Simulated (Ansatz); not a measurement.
System: cubic perovskite SrTiO3 (cubic form, which distorts at low temperature). Method: r²SCAN-D4 (plane waves, PAW; Ansatz, an electronic-structure program).

Run with plane-wave cutoff 500 eV, 10×10×10 k mesh, gaussian smearing 0.02 eV, no spin polarisation, scalar-relativistic PAW data made under PBE.

Cell (relaxed at this level):

```
CELL_PARAMETERS angstrom
      3.89917     0.00000     0.00000
      0.00000     3.89917     0.00000
      0.00000     0.00000     3.89917
ATOMIC_POSITIONS crystal
  Sr 0.00000 0.00000 0.00000
  Ti 0.50000 0.50000 0.50000
  O  0.50000 0.00000 0.50000
  O  0.00000 0.50000 0.50000
  O  0.50000 0.50000 0.00000
```

Question: Estimate the band gap that the calculation returns.

Answer: 
* **band gap**: 2.28 eV (on the SCF k mesh)

Measured, for comparison: band gap 3.59 eV (zero-point renormalisation of 336 meV (experimental, the table's column) added back here, indirect; inputs from Miglio et al. (2020), arXiv:2011.12765).

Note: the relaxation could not lower the start's symmetry, so the cell can be a saddle point above a distorted one.

Spin–orbit coupling is not included.

Static lattice: no zero-point or thermal effects.
